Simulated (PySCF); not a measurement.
## Vertical excitation energies

Compound: C₄H₈O.
SMILES: `OCC1CC1`

Computed with PySCF, TDDFT CAM-B3LYP/def2-SVPD, vertical, gas phase, core orbitals frozen in the response. The structure is a single PBE0-D3(BJ)/def2-SVP conformer in the gas phase; no vibrational or solvent corrections. Torsions of this conformer, `[OH:1][CH2:2][CH:3]1[CH2:4][CH2:5]1`: O1–C2–C3–C4 83°, H–O1–C2–C3 -52°.

Q: List the vertical singlet excitations with oscillator strengths and describe the spectrum.

A: 

```json
{"state": "S1", "λ (nm)": "173.2", "E (eV)": "7.16", "f": "0.0092", "|μ| (D)": "0.58", "main configurations (H = HOMO, L = LUMO)": "H→L (79%)"}
{"state": "S2", "λ (nm)": "152.8", "E (eV)": "8.11", "f": "0.0081", "|μ| (D)": "0.51", "main configurations (H = HOMO, L = LUMO)": "H→L+1 (48%), H-1→L (26%)"}
{"state": "S3", "λ (nm)": "151.8", "E (eV)": "8.17", "f": "0.0074", "|μ| (D)": "0.49", "main configurations (H = HOMO, L = LUMO)": "H-1→L (59%), H→L+1 (23%)"}
{"state": "S4", "λ (nm)": "149.3", "E (eV)": "8.31", "f": "0.030", "|μ| (D)": "0.97", "main configurations (H = HOMO, L = LUMO)": "H→L+2 (72%)"}
{"state": "S5", "λ (nm)": "147.4", "E (eV)": "8.41", "f": "0.013", "|μ| (D)": "0.64", "main configurations (H = HOMO, L = LUMO)": "H-2→L (45%), H→L+3 (21%), H-1→L+1 (14%)"}
{"state": "S6", "λ (nm)": "146.1", "E (eV)": "8.49", "f": "0.031", "|μ| (D)": "0.99", "main configurations (H = HOMO, L = LUMO)": "H-1→L+1 (55%), H-1→L+2 (16%)"}
{"state": "S7", "λ (nm)": "144.0", "E (eV)": "8.61", "f": "0.034", "|μ| (D)": "1.02", "main configurations (H = HOMO, L = LUMO)": "H-2→L+1 (38%), H→L+3 (22%), H-2→L (20%)"}
{"state": "S8", "λ (nm)": "143.4", "E (eV)": "8.65", "f": "0.025", "|μ| (D)": "0.88", "main configurations (H = HOMO, L = LUMO)": "H-1→L+2 (68%), H-1→L+1 (18%)"}
{"state": "S9", "λ (nm)": "139.1", "E (eV)": "8.91", "f": "0.0095", "|μ| (D)": "0.53", "main configurations (H = HOMO, L = LUMO)": "H-2→L+1 (37%), H→L+3 (21%)"}
{"state": "S10", "λ (nm)": "138.8", "E (eV)": "8.93", "f": "0.052", "|μ| (D)": "1.24", "main configurations (H = HOMO, L = LUMO)": "H-2→L+2 (76%)"}
```

Triplets (Tamm–Dancoff): T1 6.85 eV, H→L (72%); T2 7.92 eV, H-1→L (42%), H→L+1 (32%); T3 8.00 eV, H-1→L (39%), H→L+1 (32%), H→L+2 (9%); T4 8.11 eV, H→L+2 (60%).

The lowest singlet lies at 7.16 eV (173 nm, vacuum ultraviolet) and is weak; its leading configuration is HOMO→LUMO (79%). The most intense listed level is S10 at 8.93 eV (139 nm, f = 0.052), 1.78 eV above S1. It is the last of those listed, so stronger ones may follow. Löwdin shares by element: HOMO oxygen 53%, carbon 24% or more, hydrogen 7% or more (atoms not listed hold the other 17%); LUMO hydrogen 28% or more, oxygen 22%, carbon 17% or more (atoms not listed hold the other 33%). The oscillator strengths of these states sum to 0.220; summed over the whole spectrum of an exact calculation they would give the number of electrons, 40 (Thomas–Reiche–Kuhn). Weighted by f, the mean energy of these states is 8.54 eV. The listed states span 1.78 eV, and the widest gap between neighbours is 0.96 eV (S1 to S2). No computed singlet lies in the visible range (380 to 750 nm); the lowest, at 173 nm, stands 3.89 eV above its violet end (3.26 eV). The vertical ionisation energy (ΔSCF) is 10.31 eV, 1.38 eV above S10. Only the lowest 10 singlets were computed, as vertical energies without vibronic structure.
